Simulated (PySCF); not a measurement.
Isomers of C3H4F2O, mass 94.023 u with the commonest isotopes. Method used: PBE0-D3(BJ)/def2-SVP geometry optimisation, gas phase in PySCF. One conformer each, none proved a minimum here; rigid rotors.

Question: Order these by rotational constant B, smallest first.
A. `[CH3:1][O:2]/[C:3]([F:4])=[CH:5]\[F:6]` with C1–O2–C3–F4 55°
B. `[O:1]=[CH:2][CH2:3][CH:4]([F:5])[F:6]` with O1–C2–C3–C4 136°, C2–C3–C4–F5 175°
C. `[F:1][CH2:2][C@@H:3]1[O:4][C@@H:5]1[F:6]` with F1–C2–C3–O4 174°

Answer: B (1935 MHz), C (2487 MHz), A (2771 MHz).

Question: Order these by dipole moment, smallest first.
A. `[O:1]=[CH:2][CH2:3][CH:4]([F:5])[F:6]` with O1–C2–C3–C4 136°, C2–C3–C4–F5 175°
B. `[F:1][CH2:2][C@@H:3]1[O:4][C@@H:5]1[F:6]` with F1–C2–C3–O4 174°
C. `[CH3:1][O:2]/[C:3]([F:4])=[CH:5]\[F:6]` with C1–O2–C3–F4 55°

Answer: A (0.76 D), B (1.12 D), C (1.79 D).

Question: Order these by rotational constant A, smallest first.
A. `[O:1]=[CH:2][CH2:3][CH:4]([F:5])[F:6]` with O1–C2–C3–C4 136°, C2–C3–C4–F5 175°
B. `[CH3:1][O:2]/[C:3]([F:4])=[CH:5]\[F:6]` with C1–O2–C3–F4 55°
C. `[F:1][CH2:2][C@@H:3]1[O:4][C@@H:5]1[F:6]` with F1–C2–C3–O4 174°

Answer: B (5626 MHz), C (6823 MHz), A (8664 MHz).

```csv
SMILES,point group,Ia (u·Å²),Ib (u·Å²),Ic (u·Å²),κ,μa (D),μb (D),μc (D)
O=CCC(F)F,C1,58.33,261.20,304.44,-0.92,0.74,0.10,0.10
CO/C(F)=C\F,C1,89.82,182.37,257.65,-0.56,1.47,0.03,1.01
FC[C@@H]1O[C@@H]1F,C1,74.07,203.25,243.25,-0.83,0.14,0.73,0.83
```
